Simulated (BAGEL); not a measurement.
# triplet C4H6O2: ROHF/6-31G(d) (density fitting with cc-pvqz-jkfit, spherical functions)

We compute a single-point energy of triplet C4H6O2. 

The calculation is run with BAGEL 1.2.2.

1 further run of the same task is left out (it didn't finish). Runs told in other sessions of the task aren't counted.

## Step 1: Starting point

The species is C4H6O2 (12 atoms), meant as a triplet with charge 0. SMILES of the parent species: `CC(=O)C(C)=O`. The shape is that of a PBE0-D4/def2-TZVP optimisation. This is one conformer, not always the lowest. That shape belongs to the parent species and isn't relaxed for this state.

Bond lengths: C1–C2 1.494 Å, C2–O3 1.205 Å, C2–C4 1.543 Å, C4–C5 1.494 Å, C4–O6 1.205 Å, C1–H7 1.088 Å, C1–H8 1.093 Å, C1–H9 1.093 Å, C5–H10 1.093 Å, C5–H11 1.088 Å, C5–H12 1.093 Å. Some angles: C1–C2–O3 124.4°, C1–C2–C4 116.3°, O3–C2–C4 119.3°, C2–C4–C5 116.3°, C2–C4–O6 119.3°, C5–C4–O6 124.4°, C2–C1–H7 109.8°, C2–C1–H8 109.9°, C2–C1–H9 109.9°, C4–C5–H10 109.9°.

## Step 2: A single-point energy at ROHF/6-31G(d) (density fitting with cc-pvqz-jkfit, spherical functions)

input.json reads:

```json
{ "bagel" : [

{
  "title" : "molecule",
  "basis" : "6-31gs.json",
  "df_basis" : "cc-pvqz-jkfit",
  "angstrom" : true,
  "geometry" : [
    { "atom" : "C", "xyz" : [   -0.688340,   -0.892650,    1.604850 ] },
    { "atom" : "C", "xyz" : [    0.237920,   -0.552130,    0.483780 ] },
    { "atom" : "O", "xyz" : [    1.305870,   -1.077900,    0.298790 ] },
    { "atom" : "C", "xyz" : [   -0.237600,    0.552640,   -0.483350 ] },
    { "atom" : "C", "xyz" : [    0.688160,    0.892370,   -1.605080 ] },
    { "atom" : "O", "xyz" : [   -1.305030,    1.079210,   -0.297700 ] },
    { "atom" : "H", "xyz" : [   -0.252440,   -1.678910,    2.217350 ] },
    { "atom" : "H", "xyz" : [   -1.655630,   -1.207040,    1.205320 ] },
    { "atom" : "H", "xyz" : [   -0.887480,   -0.001920,    2.205750 ] },
    { "atom" : "H", "xyz" : [    1.655960,    1.206070,   -1.206270 ] },
    { "atom" : "H", "xyz" : [    0.252400,    1.678870,   -2.217390 ] },
    { "atom" : "H", "xyz" : [    0.886210,    0.001410,   -2.206020 ] }
  ]
},
{ "title" : "rohf", "nopen" : 2 },
{ "title" : "print", "file" : "orbitals.molden", "orbitals" : true }

]}
```

The basis set 6-31G* is read from a file made from the Basis Set Exchange's data (not shown).

Launch:

```sh
$ BAGEL_NUM_THREADS=1 BAGEL input.json > input.out
```

What it wrote:

```text
* using 1 threads per process

  ===============================================================
  ===============================================================

  *** Geometry ***

  { "atom" : "C", "xyz" : [     -1.300774,     -1.686864,      3.032727 ] },
  { "atom" : "C", "xyz" : [      0.449604,     -1.043374,      0.914212 ] },
  { "atom" : "O", "xyz" : [      2.467737,     -2.036936,      0.564631 ] },
  { "atom" : "C", "xyz" : [     -0.448999,      1.044338,     -0.913399 ] },
  { "atom" : "C", "xyz" : [      1.300434,      1.686335,     -3.033162 ] },
  { "atom" : "O", "xyz" : [     -2.466149,      2.039411,     -0.562571 ] },
  { "atom" : "H", "xyz" : [     -0.477042,     -3.172680,      4.190184 ] },
  { "atom" : "H", "xyz" : [     -3.128687,     -2.280975,      2.277725 ] },
  { "atom" : "H", "xyz" : [     -1.677094,     -0.003628,      4.168263 ] },
  { "atom" : "H", "xyz" : [      3.129311,      2.279142,     -2.279520 ] },
  { "atom" : "H", "xyz" : [      0.476967,      3.172605,     -4.190260 ] },
  { "atom" : "H", "xyz" : [      1.674694,      0.002665,     -4.168774 ] },

  Number of auxiliary basis functions:      942

  Since a DF basis is specified, we compute 2- and 3-index integrals:
    o Being stored without compression. Storage requirement is 0.069 GB

  Number of basis functions:       96
  Number of electrons      :       46

    * METHOD: MOLECULE                             1.19

  *** Open-shell HF ***

  === Nuclear Repulsion ===
   227.1819163272

      * DIIS with orbital gradients will be used.

  === ROHF iteration (6-31gs.json) ===
      0       -304.23057132          0.03942590           0.43
      1       -304.37255055          0.03462504           0.45
      2       -304.42149691          0.02891318           0.44
      3       -304.55088454          0.00166874           0.44
      4       -304.55187696          0.00069632           0.44
      5       -304.55235842          0.00041314           0.43
      6       -304.55260588          0.00016481           0.42
      7       -304.55266025          0.00004696           0.42
      8       -304.55267325          0.00001919           0.42
      9       -304.55267366          0.00001011           0.42
     10       -304.55267468          0.00000439           0.43
     11       -304.55267440          0.00000223           0.44
     12       -304.55267457          0.00000122           0.42
     13       -304.55267455          0.00000153           0.43
     14       -304.55267458          0.00000149           0.42
     15       -304.55267458          0.00000111           0.43
     16       -304.55267457          0.00000056           0.42
     17       -304.55267456          0.00000030           0.42
     18       -304.55267457          0.00000020           0.44
     19       -304.55267457          0.00000009           0.43
     20       -304.55267457          0.00000008           0.43
     21       -304.55267457          0.00000007           0.43
     22       -304.55267457          0.00000007           0.42
     23       -304.55267457          0.00000006           0.42
     24       -304.55267457          0.00000005           0.42
     25       -304.55267457          0.00000004           0.42
     26       -304.55267457          0.00000003           0.42
     27       -304.55267457          0.00000003           0.44
     28       -304.55267457          0.00000003           0.43
     29       -304.55267457          0.00000002           0.44
     30       -304.55267457          0.00000002           0.42
     31       -304.55267457          0.00000001           0.43
     32       -304.55267457          0.00000000           0.42
    * SCF iteration converged.

    * S^2 (ROHF) is 2.0000

    * Permanent dipole moment:
           (    0.000509,     0.000714,     0.000639) a.u.

    * METHOD: ROHF                                14.55

    * METHOD: PRINT                                0.02

  ===============================================================
```

Wall time 16 s (1 thread of Arm Neoverse V1, shared host); peak memory 0.23 GiB.

## Step 3: What came out

Level: ROHF/6-31G* (density fitting with cc-pvqz-jkfit, spherical functions).

| quantity | value |
| --- | --- |
| total energy | -304.55267 Eh |
| dipole moment | 0.00 D |
| ⟨S²⟩ | 2.000 |
